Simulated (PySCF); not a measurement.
## Li: electron affinity

Li⁻ [He] 2s2 (1S) → Li [He] 2s1 (2S), as a difference of total energies. All numbers are calculated (PySCF 2.14, the spin-free X2C one-electron Hamiltonian (Gaussian nucleus), in aug-cc-pVTZ-DK). Correlated levels: valence: 1s2 frozen. The calculations carry no spin-orbit coupling.

| method | electron affinity (eV) |
| --- | --- |
| UHF | -0.124 |
| LDA | 0.588 |
| PBE | 0.511 |
| PBE0 | 0.494 |
| r2SCAN | 0.452 |
| r2SCANh | 0.456 |
| BLYP | 0.453 |
| BP86 | 0.634 |
| BHandHLYP | 0.434 |
| MP2 (valence) | 0.348 |
| SCS-MP2 (valence) | 0.443 |

Errors of the correlated levels include the incompleteness of this basis and the frozen core.

A negative affinity means that the anion lies above the atom at that level of theory.

In the anion the highest occupied orbital energy is positive at LDA, PBE, PBE0, r2SCAN, r2SCANh, BLYP, BP86, BHandHLYP, a self-interaction effect; the basis confines that electron, and the energy difference can still be sensible.

For comparison: 0.618 eV (measured; photodetachment measurements, as compiled on the Wikipedia data page of electron affinities).
